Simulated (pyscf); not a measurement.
Single points on ωB97X-D3(BJ)/def2-SVP structures (PySCF, gas phase). MP2 and CC: frozen core, UHF for open shells. ΔMP2 is the change of the MP2 total energy from the triple- to the quadruple-zeta basis.

Q: How much does it cost (ΔH, 298 K, CCSD(T)/def2-TZVPP + ΔMP2(QZVPP)) to split HO–B(F)–F at its B–O bond into OH• + [F–B–F]•?

A: B–O to OH• + [F–B–F]•: 150.5 kcal/mol. The radicals are drawn with the spin at the cut bond; how far it spreads was not checked. The CCSD(T) − MP2 part came from Ansatz, without density fitting, on the same reference. Left out: the spin-orbit lowering of OH.
